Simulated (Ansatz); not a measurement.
A geometry optimisation of H5N3O with B3LYP-D3(BJ)/def2-SVP

The starting geometry of this gas-phase triplet was optimised with GFN2-xTB as a singlet; its bonds are those of `NNON`.

```xyz
9

N     0.7882   -0.2746   -0.7255
N     1.0004   -1.5633   -0.2086
N    -1.1548   -2.1417    0.5438
O     0.1206   -1.7624    0.9242
H     1.3093    0.4645   -0.2598
H     0.9791   -0.2822   -1.7194
H     1.9218   -1.6987    0.2140
H    -1.5583   -1.4038   -0.0328
H    -1.1052   -3.0048    0.0037
```

Q: Where would you expect an optimisation with B3LYP-D3(BJ)/def2-SVP to take it?

A: It falls apart into H3N2 + H2NO. Contacts that open: N2–O4 (1.45 → 3.60 Å).

The energy falls by 6.26 eV over 35 steps:

```
step  E − E(last) (eV)
   1             6.264
   5             0.915
   9             0.222
  12             0.090
  16             0.007
  20             0.002
  24             0.001
  27             0.000
  31             0.000
  35             0.000
```

Final geometry (Å):

```xyz
9

N     0.9505   -0.4896   -0.8349
N     2.0655   -1.2308   -1.0146
N    -1.1500   -2.0154    0.4765
O    -0.5672   -1.4044    1.4286
H     0.5876   -0.3417    0.1156
H     0.8955    0.3183   -1.4508
H     2.1029   -1.8451   -0.1865
H    -0.8055   -1.8626   -0.4820
H    -1.7783   -2.7958    0.6877
```

No frequencies were run, so the end isn't proven a minimum. Open shells are spin-unrestricted. The triplet needn't be the ground state. Run with Ansatz 0.2.0, 5.6 min on 2 threads of AMD EPYC (Zen 3) (shared host).
